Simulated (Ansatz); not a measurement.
We consider hcp Tb, described by PBEsol in Ansatz (PAW).

Run with plane-wave cutoff 500 eV, 24×24×14 k mesh (along the axes of the cell as run), Fermi–Dirac smearing 0.1 eV, spin-polarised with parallel moments, scalar-relativistic PAW data made under PBE.

Computed at the level's own relaxed cell.

Predict the equilibrium volume per atom, lattice parameter a, lattice parameter c and magnetic moment per atom (the cell's total over its atoms).


- equilibrium volume per atom = 29.38 Å³/atom
- lattice parameter a = 3.488 Å
- lattice parameter c = 5.575 Å
- magnetic moment per atom (the cell's total over its atoms) = 6.03 μB

Measured, for comparison: equilibrium volume per atom 32.07 Å³/atom (room temperature, not corrected to a static lattice; as tabulated in Söderlind et al. (2014), doi:10.1088/0953-8984/26/41/416001); lattice constant a 3.606 Å (293 K, not corrected to a static lattice, our sources range from 3.600 to 3.606; as tabulated in Wikipedia's data pages); lattice parameter c 5.697 Å (293 K, not corrected to a static lattice; as tabulated in Wikipedia's data pages). Computed (rounded) less measured: equilibrium volume per atom -8.4 %, lattice constant a -3.3 % (-3.1 % to -3.3 % over the range), lattice parameter c -2.1 %.

Note: the 4f shell is treated without U or exact exchange, so its levels and filling can be wrong; the collinear magnetic order is the start's and need not be the measured one.

Moments are spin moments.

Spin–orbit coupling is not included.

Ansatz is a quantum-chemistry and plane-wave program.
